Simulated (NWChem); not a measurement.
System: NaCl; SMILES [Cl][Na]

NWChem input:

```
start job
memory heap 200 mb stack 900 mb global 1100 mb
geometry units angstroms
  Na     0.000000     0.000000    -1.428276
  Cl     0.000000     0.000000     0.947118
end
basis spherical
  * library def2-tzvp
end
dft
  xc b3lyp
  iterations 150
end
driver
  maxiter 120
end
task dft optimize
task dft freq
```

Output (shortened):

```
             Northwest Computational Chemistry Package (NWChem) 7.3.0
             --------------------------------------------------------

 ORDER OF PRIMARY AXIS IS BEING SET TO 4
 C4V symmetry detected

                             Geometry "geometry" -> ""
                             -------------------------

 Output coordinates in angstroms (scale by  1.889725989 to convert to a.u.)

  No.       Tag          Charge          X              Y              Z
 ---- ---------------- ---------- -------------- -------------- --------------
    1 Na                  11.0000     0.00000000     0.00000000    -1.44220350
    2 Cl                  17.0000     0.00000000     0.00000000     0.93319050

 Effective nuclear repulsion energy (a.u.)      41.6588345188

      Symmetry information
      --------------------

 Group name             C4v
 Group number             18
 Group order               8
 No. of unique centers     2

                                Z-matrix (autoz)
                                --------

 Units are Angstrom for bonds and degrees for angles

      Type          Name      I     J     K     L     M      Value
      ----------- --------  ----- ----- ----- ----- ----- ----------
    1 Stretch                  1     2                       2.37539

                           NWChem Geometry Optimization
                           ----------------------------

 maximum gradient threshold         (gmax) =   0.000450
 rms gradient threshold             (grms) =   0.000300
 maximum cartesian step threshold   (xmax) =   0.001800
 rms cartesian step threshold       (xrms) =   0.001200
 fixed trust radius                (trust) =   0.300000
 source of zmatrix                         =   autoz

          -------------------
          Energy Minimization
          -------------------

 Using diagonal initial Hessian
 Scaling for Hessian diagonals: bonds = 1.00  angles = 0.25  torsions = 0.10

          --------
          Step   0

                                 NWChem DFT Module
                                 -----------------

 Summary of "ao basis" -> "ao basis" (spherical)
 ------------------------------------------------------------------------------
       Tag                 Description            Shells   Functions and Types
 ---------------- ------------------------------  ------  ---------------------
 Na                        def2-tzvp                12       32   5s4p3d
 Cl                        def2-tzvp                13       37   5s5p2d1f

      Symmetry analysis of basis
      --------------------------

        a1         25
        a2          0
        b1          6
        b2          6
        e          32

            General Information
            -------------------
          SCF calculation type: DFT
          Wavefunction type:  closed shell.
          No. of atoms     :     2
          No. of electrons :    28
           Alpha electrons :    14
            Beta electrons :    14
          Charge           :     0
          Spin multiplicity:     1
          Use of symmetry is: on ; symmetry adaption is: on
          Maximum number of iterations: 150
          AO basis - number of functions:    69
                     number of shells:    25
          Convergence on energy requested:  1.00D-06
          Convergence on density requested:  1.00D-05
          Convergence on gradient requested:  5.00D-04

              XC Information
              --------------
                         B3LYP Method XC Potential
                     Hartree-Fock (Exact) Exchange  0.200
                        Slater Exchange Functional  0.800 local
                    Becke 1988 Exchange Functional  0.720 non-local
              Lee-Yang-Parr Correlation Functional  0.810
                  VWN I RPA Correlation Functional  0.190 local

             Grid Information
             ----------------
          Grid used for XC integration:  medium
          Radial quadrature: Mura-Knowles
          Angular quadrature: Lebedev.
          Tag              B.-S. Rad. Rad. Pts. Rad. Cut. Ang. Pts.
          ---              ---------- --------- --------- ---------
          Na                  1.80       88          11.0       434
          Cl                  1.00       88          11.0       590
          Grid pruning is: on
          Number of quadrature shells:   176
          Spatial weights used:  Erf1

      Superposition of Atomic Density Guess
      -------------------------------------

 Sum of atomic energies:        -621.32950229

      Non-variational initial energy
      ------------------------------

 Total energy =    -621.208738
 1-e energy   =    -945.737993
 2-e energy   =     282.870420
 HOMO         =      -0.449994
 LUMO         =      -0.051101

      Symmetry analysis of molecular orbitals - initial
      -------------------------------------------------

 !! scf_movecs_sym_adapt:   12 vectors were symmetry contaminated

  Symmetry fudging

 !! scf_movecs_sym_adapt:   10 vectors were symmetry contaminated

  Numbering of irreducible representations:

     1 a1          2 a2          3 b1          4 b2          5 e

  Orbital symmetries:

[...]

      ----------------------
      Optimization converged
      ----------------------

  Step       Energy      Delta E   Gmax     Grms     Xrms     Xmax
  ---- ---------------- -------- -------- -------- -------- --------
@    3    -622.60504503 -2.4D-08  0.00000  0.00000  0.00022  0.00038
                                     ok       ok       ok       ok

                                Z-matrix (autoz)
                                --------

 Units are Angstrom for bonds and degrees for angles

      Type          Name      I     J     K     L     M      Value     Gradient
      ----------- --------  ----- ----- ----- ----- ----- ---------- ----------
    1 Stretch                  1     2                       2.36357    0.00000

                         Geometry "geometry" -> "geometry"
                         ---------------------------------

 Output coordinates in angstroms (scale by  1.889725989 to convert to a.u.)

  No.       Tag          Charge          X              Y              Z
 ---- ---------------- ---------- -------------- -------------- --------------
    1 Na                  11.0000     0.00000000     0.00000000    -1.43629300
    2 Cl                  17.0000     0.00000000     0.00000000     0.92728000

 Effective nuclear repulsion energy (a.u.)      41.8671839541

      Symmetry information
      --------------------

 Group name             C4v
 Group number             18
 Group order               8
 No. of unique centers     2

                Final and change from initial internal coordinates
                --------------------------------------------------

                                Z-matrix (autoz)
                                --------

 Units are Angstrom for bonds and degrees for angles

      Type          Name      I     J     K     L     M      Value       Change
      ----------- --------  ----- ----- ----- ----- ----- ---------- ----------
    1 Stretch                  1     2                       2.36357   -0.01182

 ==============================================================================
                                internuclear distances
 ------------------------------------------------------------------------------
       center one      |      center two      | atomic units |  angstroms
 ------------------------------------------------------------------------------
    2 Cl               |   1 Na               |     4.46651  |     2.36357
 ------------------------------------------------------------------------------
                         number of included internuclear distances:          1
 ==============================================================================

[second-derivative integrals and response iterations left out]

  Vibrational analysis via the FX method

  See chapter 2 in "Molecular Vibrations" by Wilson, Decius and Cross

  Vib: Default input used

[...]

 Rotational Constants
 --------------------
 A=   0.000000 cm-1  (  0.000000 K)
 B=   0.217552 cm-1  (  0.313002 K)
 C=   0.217552 cm-1  (  0.313002 K)

 Temperature                      =   298.15K
 frequency scaling parameter      =   1.0000

 Linear Molecule

 Zero-Point correction to Energy  =    0.517 kcal/mol  (  0.000824 au)
 Thermal correction to Energy     =    2.216 kcal/mol  (  0.003532 au)
 Thermal correction to Enthalpy   =    2.808 kcal/mol  (  0.004476 au)

 Total Entropy                    =   54.799 cal/mol-K
   - Translational                =   38.075 cal/mol-K (mol. weight =  57.9587)
   - Rotational                   =   15.611 cal/mol-K (symmetry #  =        1)
   - Vibrational                  =    1.113 cal/mol-K

 Cv (constant volume heat capacity) =    6.515 cal/mol-K
   - Translational                  =    2.979 cal/mol-K
   - Rotational                     =    1.986 cal/mol-K
   - Vibrational                    =    1.550 cal/mol-K

[normal modes left out]

 ----------------------------------------------------------------------------
 Normal Eigenvalue ||           Projected Infra Red Intensities
  Mode   [cm**-1]  || [atomic units] [(debye/angs)**2] [(KM/mol)] [arbitrary]
 ------ ---------- || -------------- ----------------- ---------- -----------
    1        0.000 ||    0.024913           0.575        24.286      11.658
    2        0.000 ||    0.024913           0.575        24.286      11.658
    3        0.000 ||    0.016379           0.378        15.967       7.665
    4        0.000 ||    0.016379           0.378        15.967       7.665
    5        0.000 ||    0.000000           0.000         0.000       0.000
    6      362.084 ||    0.045632           1.053        44.484      21.354
 ----------------------------------------------------------------------------
```

Level: B3LYP/def2-TZVP. B3LYP is NWChem's, with the RPA form of VWN correlation.
